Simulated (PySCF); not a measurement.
## C: ionisation energy

C [He] 2s2 2p2 (3P) → C⁺ [He] 2s2 2p1 (2P), as a difference of total energies. Computed with PySCF 2.14 in cc-pVQZ, with no relativity, point nucleus. Correlated levels: valence: 1s2 frozen. The calculations carry no spin-orbit coupling.

Problem. Order these methods by the ionisation energy they give, lowest first.
A. CCSD(T) (valence)
B. MP2 (valence)
C. CCSD (valence)
D. SCS-MP2 (valence)

Solution. D (11.140 eV), C (11.171 eV), A (11.201 eV), B (11.274 eV).

Errors of the correlated levels include the incompleteness of this basis and the frozen core.

For comparison: 11.262 eV (measured; NIST levels, between the centres of gravity of the two terms).
